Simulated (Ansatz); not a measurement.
Mulliken charges of `NC(F)(F)S` from ωB97M-V/def2-TZVPP in Ansatz (PBE0-D4/def2-TZVP geometry).

```tsv
atom	x (Å)	y (Å)	z (Å)	charge (e)
N1	0.862	0.597	-0.737	-0.237
C2	-0.292	0.013	-0.187	0.323
F3	-1.240	0.964	-0.055	-0.168
F4	-0.770	-0.905	-1.054	-0.168
S5	0.000	-0.780	1.435	-0.138
H6	1.219	1.339	-0.151	0.135
H7	1.578	-0.093	-0.918	0.135
H8	-1.266	-1.193	1.612	0.119
```

By hand: the dipole of these point charges (1 e Å = 4.8032 D).

Σ q r = (0.266, -0.013, 0.150) e Å, of length 0.306 e Å = 1.47 D.

How does the dipole of the full density compare? (Best estimate.)

The calculation gave: (0.343, -0.019, 0.198) e Å, 1.90 D; the point charges give 0.77 times that, at 1° from its direction.

Point charges leave out the atoms' own dipoles, such as those of lone pairs, and Mulliken's split depends on the basis, so the two needn't agree.
